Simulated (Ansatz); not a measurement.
How far a parabola holds: energy against volume of bcc Ta

Results of LDA (plane waves, PAW; Ansatz, a program for electronic structure) for bcc Ta. Settings: plane-wave cutoff 520 eV, 24×24×24 k mesh, Fermi–Dirac smearing 0.05 eV, scalar-relativistic PAW data made under PBE. The cell has no free parameter but its volume, all volumes share cutoff and mesh, and the runs aren't spin-polarised. Energies are free energies at the run's smearing, counted from the lowest row; static lattice.

```csv
V (Å³/atom),E (meV/atom)
16.182,?
16.526,20.21
16.871,4.88
17.215,0.00
17.559,4.59
17.903,17.75
```

Question: Using a parabola, estimate the missing E at V = 16.182 from the other rows, showing the fit.

Answer: With u = V - 17.2, the rows have u = -0.6740, -0.3290, 0.0150, 0.3590, 0.7030. Least squares gives E = 0.029 - 2.6831·u + 40.0427·u². Residuals (row less fit): 0.182, -0.366, 0.002, 0.363, -0.182; standard error 0.408 (degrees of freedom: 2). The fitted curve has its minimum at V = 17.2, where E = -0.02. Its curvature is d²E/dV² = 2 × 40.0427 meV/Å⁶, so B = V0·d²E/dV² × 0.1602 = 221 GPa. At the withheld row, u = -1.0180, so E = 0.029 - 2.6831 × (-1.0180) + 40.0427 × (-1.0180)² = 44.258 meV/atom. The calculation gives 47.02 meV/atom, 2.762 meV/atom above the prediction (5.9 % of the range of E in the table). The row lies outside the fitted rows, so this is an extrapolation. From the scatter of the fitted rows alone, a prediction at this place has a standard error of 0.964 meV/atom, so the miss is 2.9 times that.

The residuals are curvature that a parabola lacks, not noise. A solid that stiffens under compression and softens on expansion lies above the parabola at the compressed end and under it at the expanded end, as this row does. A third-order Birch-Murnaghan fit to the whole scan has B0 = 220 GPa. Only scans are tabulated whose curvature falls smoothly with volume, and where the parabola meets the shown rows within 5 % of their range and misses the end by 0.1 meV or more.

Measured, for comparison: bulk modulus 198 GPa (corrected for temperature and zero-point phonon effects, sources range from 194 to 203; as tabulated in Levämäki et al. (2014), arXiv:1402.3671). Computed less measured: bulk modulus +11 % (+8 % to +13 % over the range).

Spin–orbit coupling is not included.
